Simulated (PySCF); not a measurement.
Deuteron quadrupole couplings in `C=C[C@H](F)CC`

C₅H₉F.
Structure used (GFN2-xTB), in Å, numbered top down from 1:
```
atom  x, y, z in Å
C1     2.621   -0.143   -0.007
C2     1.505    0.183   -0.629
C3     0.220    0.545    0.055
F4     0.409    0.639    1.422
C5    -0.880   -0.484   -0.221
C6    -2.219   -0.048    0.363
H7     3.515   -0.402   -0.546
H8     2.681   -0.155    1.069
H9     1.441    0.201   -1.708
H10   -0.109    1.545   -0.266
H11   -0.573   -1.436    0.219
H12   -0.964   -0.616   -1.301
H13   -2.561    0.869   -0.111
H14   -2.969   -0.820    0.206
H15   -2.121    0.129    1.432
```

Level: PBE0/pcSseg-1 (PySCF, non-relativistic); Q(2H) = 0.00286 b; rigid geometry, the same for H and D, with no vibrational averaging.

Question: Rank these positions by the coupling χzz of a deuteron there, largest first.
A. H10 (methine hydrogen)
B. H8 (vinylic hydrogen)
C. H9 (vinylic hydrogen)
D. H12 (methylene hydrogen)
E. H13 (methyl hydrogen)

Answer: B (225 kHz), C (219 kHz), E (211 kHz), D (205 kHz), A (187 kHz).

Q: Tabulate Vzz, the asymmetry η and χzz = 234.96 MHz × Q × Vzz for every hydrogen position.

A: 
```csv
atom,bonded to,bond length (Å),Vzz (au),η,χzz (kHz)
H7,C1,1.076,0.3396,0.04,228
H8,C1,1.077,0.3342,0.04,225
H9,C2,1.081,0.3257,0.07,219
H10,C3,1.100,0.2784,0.07,187
H11,C5,1.092,0.3019,0.03,203
H12,C5,1.091,0.3048,0.04,205
H13,C6,1.088,0.3140,0.03,211
H14,C6,1.087,0.3168,0.02,213
H15,C6,1.087,0.3122,0.01,210
```

Q: How does χzz go with the bond length over the 9 C–H bonds?

A: A straight-line fit has a slope of -15.9 kHz for each 0.01 Å, with a correlation coefficient of -0.99, over lengths from 1.076 to 1.100 Å. The longer bonds have the smaller couplings here.

One conformer (not necessarily the lowest) at the GFN2-xTB geometry, without solvent, vibrations or thermal averaging. GFN2-xTB bond lengths can be off by several hundredths of an ångström, more for odd bonds, and the gradients follow them. A larger basis could move these couplings by a tenth or more.
